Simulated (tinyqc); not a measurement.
Inside a calculation. Method: Hueckel theory of the pi electrons with the omega technique, for the molecule O=CC=CC=O (SMILES; centres numbered as the heavy atoms are written). Computed by tinyqc, a small Python program that keeps every step. Settings: charge = 0, omega = 1.4, damping = 0.7. Command: `OMP_NUM_THREADS=1 python tinyqc.py 29643 29644 out.jsonl` (the two numbers bound the seeds that draw the settings). One thread of a shared host (Intel(R) Xeon(R) Processor @ 2.60GHz), about 0.01 s of CPU time with the checks.

## The Hueckel matrix

Centres:

| centre | z_r, pi electrons of the neutral centre | h |
|---|---|---|
| 1O | 1 | 1.00000 |
| 2C | 1 | 0.00000 |
| 3C | 1 | 0.00000 |
| 4C | 1 | 0.00000 |
| 5C | 1 | 0.00000 |
| 6O | 1 | 1.00000 |

Bonds:

| i | j | k |
|---|---|---|
| 1 | 2 | 1.00000 |
| 2 | 3 | 1 |
| 3 | 4 | 1 |
| 4 | 5 | 1 |
| 5 | 6 | 1 |

H_rr = alpha + h_r beta, H_rs = k_rs beta for bonded centres.

Hueckel matrix in units of beta (H = alpha + beta A):
```
         1O       2C       3C       4C       5C       6O
1O  1.00000  1.00000  0.00000  0.00000  0.00000  0.00000
2C  1.00000  0.00000  1.00000  0.00000  0.00000  0.00000
3C  0.00000  1.00000  0.00000  1.00000  0.00000  0.00000
4C  0.00000  0.00000  1.00000  0.00000  1.00000  0.00000
5C  0.00000  0.00000  0.00000  1.00000  0.00000  1.00000
6O  0.00000  0.00000  0.00000  0.00000  1.00000  1.00000
```

## Orbitals, round 1

pi electrons, sum of z_r less the charge = 6

Diagonalise; E = alpha + x beta with beta < 0, so the largest x are filled first; degenerate levels share their electrons. P = sum n_i c_ri c_si; each orbital has its largest coefficient positive (the first on a tie).

x values: 2.00000  1.73205  1.00000  0.00000  -1.00000  -1.73205

occupations: 2.00000  2.00000  2.00000  0.00000  0.00000  0.00000

coefficients:
```
        MO1       MO2       MO3       MO4       MO5       MO6
1O  0.40825   0.55768   0.50000   0.40825  -0.28868   0.14943
2C  0.40825   0.40825   0.00000  -0.40825   0.57735  -0.40825
3C  0.40825   0.14943  -0.50000  -0.40825  -0.28868   0.55768
4C  0.40825  -0.14943  -0.50000   0.40825  -0.28868  -0.55768
5C  0.40825  -0.40825   0.00000   0.40825   0.57735   0.40825
6O  0.40825  -0.55768   0.50000  -0.40825  -0.28868  -0.14943
```

charge and bond-order matrix P:
```
          1O        2C        3C        4C        5C        6O
1O   1.45534   0.78868   0.00000  -0.33333  -0.12201   0.21132
2C   0.78868   0.66667   0.45534   0.21132   0.00000  -0.12201
3C   0.00000   0.45534   0.87799   0.78868   0.21132  -0.33333
4C  -0.33333   0.21132   0.78868   0.87799   0.45534   0.00000
5C  -0.12201   0.00000   0.21132   0.45534   0.66667   0.78868
6O   0.21132  -0.12201  -0.33333   0.00000   0.78868   1.45534
```

## Omega technique, round 1

h_r = h_r(0) + omega q_r, omega = 1.4, with q_r = z_r - P_rr; 0.7 of the old diagonal is kept.

matrix after round 1:
```
         1O       2C       3C       4C       5C       6O
1O  0.80876  1.00000  0.00000  0.00000  0.00000  0.00000
2C  1.00000  0.14000  1.00000  0.00000  0.00000  0.00000
3C  0.00000  1.00000  0.05124  1.00000  0.00000  0.00000
4C  0.00000  0.00000  1.00000  0.05124  1.00000  0.00000
5C  0.00000  0.00000  0.00000  1.00000  0.14000  1.00000
6O  0.00000  0.00000  0.00000  0.00000  1.00000  0.80876
```

## Orbitals, round 2

As before.

x values: 2.01198  1.67522  0.92425  -0.01169  -0.93622  -1.66353

occupations: 2.00000  2.00000  2.00000  0.00000  0.00000  0.00000

coefficients:
```
        MO1       MO2       MO3       MO4       MO5       MO6
1O  0.35284   0.51850   0.52123   0.45271  -0.32222   0.16190
2C  0.42454   0.44926   0.06020  -0.37142   0.56226  -0.40026
3C  0.44189   0.17122  -0.47402  -0.39636  -0.28290   0.55998
4C  0.44189  -0.17122  -0.47402   0.39636  -0.28290  -0.55998
5C  0.42454  -0.44926   0.06020   0.37142   0.56226   0.40026
6O  0.35284  -0.51850   0.52123  -0.45271  -0.32222  -0.16190
```

charge and bond-order matrix P:
```
          1O        2C        3C        4C        5C        6O
1O   1.33004   0.82823  -0.00476  -0.35987  -0.10355   0.25466
2C   0.82823   0.77140   0.47198   0.16429  -0.03596  -0.10355
3C  -0.00476   0.47198   0.89856   0.78130   0.16429  -0.35987
4C  -0.35987   0.16429   0.78130   0.89856   0.47198  -0.00476
5C  -0.10355  -0.03596   0.16429   0.47198   0.77140   0.82823
6O   0.25466  -0.10355  -0.35987  -0.00476   0.82823   1.33004
```

## Omega technique, round 2

As before.

matrix after round 2:
```
         1O       2C       3C       4C       5C       6O
1O  0.72751  1.00000  0.00000  0.00000  0.00000  0.00000
2C  1.00000  0.19401  1.00000  0.00000  0.00000  0.00000
3C  0.00000  1.00000  0.07848  1.00000  0.00000  0.00000
4C  0.00000  0.00000  1.00000  0.07848  1.00000  0.00000
5C  0.00000  0.00000  0.00000  1.00000  0.19401  1.00000
6O  0.00000  0.00000  0.00000  0.00000  1.00000  0.72751
```

## Convergence

Each round sets h_r = h_r(0) + omega (z_r - P_rr), keeping the share named as damping of the old diagonal; repeat until output and input diagonals agree to 1e-6.

Rounds:

| round | sum n x | largest \|h(out) - h(in)\| |
|---|---|---|
| 1 | 9.46410 | 6.37e-01 |
| 2 | 9.22289 | 2.71e-01 |
| 3 | 9.14638 | 1.10e-01 |
| 4 | 9.12014 | 4.45e-02 |
| 5 | 9.11046 | 1.84e-02 |
| 6 | 9.10671 | 7.94e-03 |
| 7 | 9.10520 | 4.54e-03 |
| 8 | 9.10456 | 2.65e-03 |
| 9 | 9.10429 | 1.56e-03 |
| 10 | 9.10416 | 9.28e-04 |
| 11 | 9.10410 | 5.53e-04 |
| 12 | 9.10406 | 3.30e-04 |
| 13 | 9.10405 | 1.97e-04 |
| 14 | 9.10404 | 1.18e-04 |
| 15 | 9.10403 | 7.07e-05 |
| 16 | 9.10403 | 4.24e-05 |
| 17 | 9.10403 | 2.54e-05 |
| 18 | 9.10403 | 1.52e-05 |
| 19 | 9.10403 | 9.12e-06 |
| 20 | 9.10403 | 5.47e-06 |
| 21 | 9.10403 | 3.28e-06 |
| 22 | 9.10403 | 1.96e-06 |
| 23 | 9.10403 | 1.18e-06 |
| 24 | 9.10402 | 7.06e-07 |

Converged in 24 rounds.

## Energy, charges, bond orders

final x values: 2.03432  1.64278  0.87491  -0.03332  -0.90923  -1.60946

occupations: 2.00000  2.00000  2.00000  0.00000  0.00000  0.00000

final P:
```
          1O        2C        3C        4C        5C        6O
1O   1.23489   0.84913  -0.00696  -0.37386  -0.08011   0.27851
2C   0.84913   0.84376   0.47917   0.12268  -0.05911  -0.08011
3C  -0.00696   0.47917   0.92135   0.78060   0.12268  -0.37386
4C  -0.37386   0.12268   0.78060   0.92135   0.47917  -0.00696
5C  -0.08011  -0.05911   0.12268   0.47917   0.84376   0.84913
6O   0.27851  -0.08011  -0.37386  -0.00696   0.84913   1.23489
```

E = sum n x; q_r = z_r - P_rr; bond order p = P_rs; free valence = sqrt(3) - sum of p over the bonds of the atom.

pi energy = 6 alpha + this times beta = 9.10402

pi charges: 1O -0.23489, 2C 0.15624, 3C 0.07865, 4C 0.07865, 5C 0.15624, 6O -0.23489

Bond orders and lengths from R = 1.517 - 0.180 p (angstrom, C-C alone):

| bond | p | R |
|---|---|---|
| 1-2 | 0.84913 | - |
| 2-3 | 0.47917 | 1.43075 |
| 3-4 | 0.78060 | 1.37649 |
| 4-5 | 0.47917 | 1.43075 |
| 5-6 | 0.84913 | - |

free valence of the carbons: 2C 0.40375, 3C 0.47228, 4C 0.47228, 5C 0.40375

gap between the highest filled and the next level = 0.90823 |beta|
